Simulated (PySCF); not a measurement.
O2, SMILES O=O (connectivity only; charge and spin as stated), charge +1, multiplicity 2.

Geometry optimised at B3LYP-D3(BJ)/def2-TZVPD.

The numbers are results of PBE0/def2-TZVPD run with PySCF, not measurements.

Gas-phase values at a fixed geometry.

```json
{
 "total_energy": "-149.78116 hartree",
 "point_group": "D∞h",
 "α spin, highest occupied and lowest empty level": "-20.31 and -16.11 eV",
 "β spin, highest occupied and lowest empty level": "-26.64 and -15.61 eV",
 "dipole_moment_about_the_centre_of_nuclear_charge": "0.00 D",
 "mean_static_polarisability": "6.5 bohr³ (0.96 Å³)",
 "polarisability_principal_values": "5.0, 5.0, 9.3 bohr³",
 "⟨S²⟩": "0.753 (pure state 0.75)"
}
```
